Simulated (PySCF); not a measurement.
# Nitrogen: a sound run and one with changed settings

Sound run: N [He] 2s2 2p3, N⁺ [He] 2s2 2p2. All numbers are calculated (PySCF 2.14, the spin-free X2C one-electron Hamiltonian (Gaussian nucleus), in cc-pVTZ-DK). In the sound run the correlated levels freeze 1s2. The sound run starts from symmetry-adapted Hartree-Fock orbitals and uses a fine grid where one is needed.

A second run was set up differently.

```tsv
species	method	sound run (hartree)	changed run (hartree)	converged
N	MP2	-54.52586	-54.53606	yes
N	CCSD(T)	-54.54395	-54.55412	yes
N⁺	MP2	-53.99117	-54.00080	yes
N⁺	CCSD(T)	-54.01378	-54.02334	yes
```

Ionisation energy of N:

```json
{"method": "UHF", "sound run (eV)": "13.884", "changed run (eV)": "13.884"}
{"method": "MP2", "sound run (eV)": "14.550", "changed run (eV)": "14.565"}
{"method": "SCS-MP2", "sound run (eV)": "14.295", "changed run (eV)": "14.306"}
{"method": "CCSD", "sound run (eV)": "14.408", "changed run (eV)": "14.426"}
{"method": "CCSD(T)", "sound run (eV)": "14.427", "changed run (eV)": "14.443"}
```

What was changed?
A. basis contracted for another Hamiltonian
B. all electrons correlated in a valence basis
C. too few SCF iterations
D. a valence shell is frozen

B. A valence basis has no tight correlating functions, so it recovers only part of the core correlation, and not evenly between atom and ion.
